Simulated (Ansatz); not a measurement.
**C3H2O: vertical ionisation energy**

The task here is to estimate one member of a computed series from the others.

Computed with Ansatz 0.2.0, Gaussian basis. Level: unrestricted cation, the program's frozen cores in correlated methods.

Levels to be run: UKS PBE-D4/def2-TZVPP; UKS r2SCAN-D4/def2-TZVPP; UKS PBE0-D4/def2-TZVPP; UKS B3LYP-D4/def2-TZVPP; UKS wB97X-V/def2-TZVPP; UKS wB97M-V/def2-TZVPP; UKS B2PLYP/def2-TZVPP; UHF-CCSD(T)/def2-TZVPP; UHF-CCSD(T)/def2-QZVPP; extrapolation to the limit; then −ε(HOMO) from the neutral's earlier runs with LDA (SPW92), PBE-D4, revPBE-D4, BLYP-D4, r2SCAN-D4, B97M-V, PBE0-D4, B3LYP-D4, r2SCANh-D4, r2SCAN0-D4, HSE06-D4, BHLYP-D4, CAM-B3LYP-D4, LC-ωPBE, ωB97X-V, ωB97M-V.

### The relaxed structure

All runs share one geometry, relaxed beforehand with PBE0-D4 in a triple-zeta def2 set.

SMILES `O=c1cc1`, 6 atoms, charge 0, spin multiplicity 1.

Atoms are counted from 1 here; the program's logs count them from 0.

Bond lengths: O1–C2 1.196 Å, C2–C3 1.424 Å, C2–C4 1.424 Å, C3–C4 1.339 Å, C3–H5 1.083 Å, C4–H6 1.083 Å. Angles: O1–C2–C3 152.0°, O1–C2–C4 152.0°, C3–C2–C4 56.1°, C2–C3–C4 62.0°, C2–C3–H5 154.0°, C4–C3–H5 144.1°, C2–C4–C3 62.0°, C2–C4–H6 154.0°, C3–C4–H6 144.1°.

Set-up of the first run:

Contents of in.yaml:

```yaml
crystal:
  periodic: [false, false, false]
  atoms:
    - {symbol: O, position_ang: [-0.020132, -1.860645, 0.852058]}
    - {symbol: C, position_ang: [-0.008383, -0.772880, 0.353942]}
    - {symbol: C, position_ang: [0.589298, 0.229129, -0.462180]}
    - {symbol: C, position_ang: [-0.581244, 0.510078, 0.123637]}
    - {symbol: H, position_ang: [1.362111, 0.622759, -1.110324]}
    - {symbol: H, position_ang: [-1.341650, 1.271547, 0.242866]}
basis:
  gaussian: {orbitals: def2-TZVPP}
total_charge: 1
magnetization: {spin_polarized: true, initial_magnetization: 1}
hamiltonian: {xc: pbe, dispersion: d4}
```

Started as:

```bash
> ansatz run in.yaml --threads 2 --pin off --events-out ev --progress --plain --max-ram 32768MiB --backend cpu
```

Steps of the session up to this table: Cation, UKS PBE-D4/def2-TZVPP; Cation, UKS r2SCAN-D4/def2-TZVPP; Cation, UKS PBE0-D4/def2-TZVPP; Cation, UKS B3LYP-D4/def2-TZVPP; Cation, UKS wB97X-V/def2-TZVPP; Cation, UKS wB97M-V/def2-TZVPP; Cation, UKS B2PLYP (frozen core)/def2-TZVPP; Cation, UHF-CCSD(T)/def2-TZVPP; Cation, UHF-CCSD(T)/def2-QZVPP.

One of the session's tables, all rows but one given; the rest of the session is left out.

It belongs to the step «Ionisation energies side by side». Orbital estimates, from the neutral's runs:

| functional | −ε(HOMO) (eV) |
| --- | --- |
| LDA (SPW92) | 5.70 |
| PBE-D4 | 5.54 |
| revPBE-D4 | 5.48 |
| BLYP-D4 | 5.45 |
| r2SCAN-D4 | ? |
| B97M-V | 5.91 |
| PBE0-D4 | 7.02 |
| B3LYP-D4 | 6.79 |
| r2SCANh-D4 | 6.35 |
| r2SCAN0-D4 | 7.20 |
| HSE06-D4 | 6.61 |
| BHLYP-D4 | 8.44 |
| CAM-B3LYP-D4 | 8.42 |
| LC-ωPBE | 9.70 |
| ωB97X-V | 9.38 |
| ωB97M-V | 9.31 |

Q: Estimate the row for r2SCAN-D4 from the others.

Worked estimate for «−ε(HOMO) (eV)». Against the share of exact exchange, r2SCANh-D4 (0.1, 6.35), r2SCAN0-D4 (0.25, 7.20) give a slope of 5.67 per unit share; at 0 the line stands at 5.78.

**Answer.** −ε(HOMO) (eV): 5.79. In «−ε(HOMO) (eV)» the line misses by -0.01.

Limits of these values: The cation may have settled in a state other than its lowest; no search over hole states beyond the program's own was made.
